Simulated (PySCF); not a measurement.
# A diatomic session: MgAl

One job finds the state of MgAl, follows it along the bond with each method and fits the curves.

Program: PySCF 2.14.0. Level of theory: Mg def2-SVPD, Al def2-SVPD, no relativity. These are calculated values, not measurements.

## (1) Set-up

The job is set up so:

```
atoms                         : Mg, Al
charge                        : 0
basis                         : Mg def2-SVPD, Al def2-SVPD
Hamiltonian                   : no relativity
basis functions               : 45
electrons treated             : 25
masses in u                   : 23.9850, 26.9815
levels                        : PBE0, PBE, r²SCAN, B97-3, LDA, r²SCAN0, HSE06, HF, MP2, SCS-MP2, CCSD, CCSD(T)
grid                          : 80 radial by 434 angular points
occupations                   : held fixed by the projection of orbital angular momentum
dissociation limit            : Mg + Al, each in its ground configuration
starting distance in angstrom : 2.550
values of 2S to try           : 1, 3
```

Started as:

```
> OMP_NUM_THREADS=1 python dia.py task.json out
```

After this run come: First curve: PBE0; Excited determinants; PBE (GGA); r²SCAN (meta-GGA); B97-3; LDA; r²SCAN0 (hybrid meta-GGA); HSE06 (range-separated hybrid); UHF (mean field); MP2 and coupled cluster.

Q: Predict the outcome of this session. Wanted: for each run, Re; ωe; De; μ.

As calculated:

Lowest PBE0 solution found, without spin–orbit coupling: ²Π (doublet), unpaired electrons π ↑. State 2 has its PBE0 minimum 0.22 eV higher. State 4 has its PBE0 minimum 1.28 eV higher. The other levels ran on the lowest alone.

```tsv
level	Re (Å)	ωe (cm⁻¹)	De (eV)	μ (D)
UHF-CCSD(T)	2.957	173.6	0.277	n/a
LDA	2.821	227.6	0.77	-1.22
PBE	2.879	211.9	0.60	-1.26
r²SCAN	2.873	216.1	0.60	-1.43
PBE0	2.902	200.2	0.499	-1.42
r²SCAN0	2.893	202.6	0.50	-1.48
B97-3	2.927	191.0	0.409	-1.46
HSE06	2.901	200.3	0.51	-1.39
```

De is counted to Mg + Al in their ground configurations. A positive dipole means Mg(−)Al(+). No constants: UHF (the points don't follow one smooth fit); UHF-MP2 (the points don't follow one smooth fit); UHF-SCS-MP2 (the points don't follow one smooth fit); UHF-CCSD (fits of two degrees disagree). ⟨S²⟩ is off the pure value of 0.75 by over a tenth at r²SCAN0 0.86.

What this shows: Bond lengths run from 2.821 Å (LDA) to 2.957 Å (UHF-CCSD(T)). Of the levels with a De here, UHF-CCSD(T) gives the least (0.277 eV) and LDA the most (0.77 eV).

Correlated steps freeze 6 core orbitals. T1 is 0.029 near the minimum (highest on the curve 0.056), which may point to more than one leading configuration.
